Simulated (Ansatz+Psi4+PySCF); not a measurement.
# singlet SO₂: levels of theory in one basis

```xyz
3

S     0.0000    0.0000    0.3703
O     0.0000    1.2776   -0.3703
O     0.0000   -1.2776   -0.3703
```

Basis set: cc-pVTZ on O; cc-pV(T+d)Z on S (spherical functions). Frozen core: 7 orbitals. Charge 0, multiplicity 1.

Computed with Ansatz (development build ahead of 0.2.0) and Psi4 1.11; each method stands on the lowest determinant of its kind that the runs found.

```csv
method,E − E(RHF) (eV),<S²> of the determinant
RHF,0.00,0.00
RHF-CCSD,-17.94,–
RHF-CCSD(T),-18.93,–
```

(1) What does RHF-MP2 give on the same scale?

## Answers

(1) -18.24 eV.

Caution: unrestricted orbitals would lower the determinant.
